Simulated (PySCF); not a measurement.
**Core-level binding energies of `C[NH+]1CCCC1`**

Compound: C5H12N (charge +1).
Z-matrix (Å and degrees, PBE0-D3(BJ)/def2-SVP geometry), rows numbered from 1:
```
C 
N   1  1.4793
C   2  1.5011  1  115.17
C   3  1.5254  2  104.28  1   166.29
C   4  1.5469  3  105.53  2   -22.84
C   2  1.5004  1  115.29  3   120.80
H   1  1.0971  2  109.30  3    59.39
H   1  1.0974  2  108.75  3   -60.43
H   1  1.0971  2  109.31  3   179.72
H   2  1.0276  1  107.94  3  -119.60
H   3  1.0981  2  109.41  1   -69.59
H   3  1.0996  2  106.03  1    47.26
H   4  1.0978  3  110.21  2  -144.68
H   4  1.0990  3  110.97  2    97.48
H   5  1.0994  4  110.96  3   118.16
H   5  1.0977  4  112.78  3  -122.35
H   6  1.0998  2  106.08  1   -48.40
H   6  1.0981  2  109.51  1    68.62
```

The calculation used delta-SCF UKS SCAN, pcX-2 on the ionised atom, pcseg-1 elsewhere, spin-free X2C in PySCF. Binding energies are ΔSCF values: E(core-ionised, relaxed orbitals) − E(ground state) at a fixed geometry, referred to the vacuum level.

Question: Give the core binding energies atom by atom.

Answer: 
| atom(s) | environment | level | binding energy (eV) | above the level's lowest (eV) | count |
| --- | --- | --- | --- | --- | --- |
| C4/C5 | ring CH2 carbon | C 1s | 295.48 | 0.00 | 2 |
| C3/C6 | sp3 carbon bound to nitrogen | C 1s | 296.97 | +1.49 | 2 |
| C1 | N-methyl carbon | C 1s | 297.19 | +1.71 | 1 |
| N2 | ammonium nitrogen | N 1s | 413.25 | 0.00 | 1 |

The listed C 1s values span 1.71 eV, from C4/C5 (bonded to 2 C and 2 H) to C1 (bonded to N and 3 H). Summing the Pauling electronegativity differences to the bonded atoms, each weighted by its formal bond order, gives -0.70 for the lowest site and -0.56 for the highest; the largest sum, -0.21, belongs to C3/C6, 0.22 eV below the top.

Question: Which photon energy gives electrons from C 1s of C4/C5 a kinetic energy of 150 eV, and what is their de Broglie wavelength?

Answer: hν = 295.48 + 150 = 445.48 eV, recoil neglected; λ = 12.264 Å/√(E/eV) = 1.00 Å.

The first atom of each set that the bonding makes equivalent was ionised and stands for the set. The species carries charge +1, so core ionisation leaves charge +2. Geometry: PBE0-D3(BJ)/def2-SVP, one conformer, isolated ion.
